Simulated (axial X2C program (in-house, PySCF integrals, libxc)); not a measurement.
## LiF: cheaper levels and CCSD(T), two-component

All values were computed with an axial X2C code built on PySCF integrals. Two-component (2c) means X2C with spin–orbit coupling and atomic mean-field two-electron Coulomb and Gaunt terms. Basis: F dyall-av3z [7s6p3d2f], Li dyall-cv3z [7s8p2d] (cores contracted in-house); Gaussian nuclei, density fitting, unrestricted open shells. Masses: F 18.998 u, Li 7.016 u.

State: Ω = 0 (closed shell); fragments F + Li.

```
  level  Re (Å)  ωe (cm⁻¹)  De (eV)
   PBE0   1.561      912.2     5.70
     HF   1.554      941.1     3.89
    MP2   1.587      879.2     6.12
   CCSD   1.577      898.8     5.71
r2SCAN0   1.559      918.8     5.61
```

Correlated methods: 8 electrons correlated (number of frozen shells: F 1 s; Li 1 s), 170 virtual spin orbitals or spinors in MP2, 82 natural virtuals in coupled cluster.

CCSD(T), same Hamiltonian and basis:

Re = 1.581 Å, ωe = 889.0 cm⁻¹, De = 5.83 eV; T1 = 0.012 (Lee–Taylor normalisation).

**Question.** Give the differences from CCSD(T) in the columns below.

**Answer.** 

```
  level  ΔRe (Å)  Δωe (cm⁻¹)  ΔDe (eV)
   PBE0   -0.020          23     -0.13
     HF   -0.027          52     -1.94
    MP2    0.006         -10      0.29
   CCSD   -0.004          10     -0.12
r2SCAN0   -0.022          30     -0.22
```

The state is a single determinant with fixed occupations, the lowest that a limited PBE0 search found. The closed shell is kept restricted, so the energy runs too high when the bond is stretched far. De is counted from the lowest determinant-based energies of the atoms at the same level, without counterpoise correction. CCSD and (T) use frozen natural virtuals with an MP2 correction for the truncation; (T) itself is uncorrected, so its De runs slightly low. In 2c an atomic determinant is not the ground J level, so De misses part of the atomic spin–orbit lowering. This holds for PBE0, r2SCAN0. The functionals have no current-density term, which raises determinants with orbital currents, atoms included.
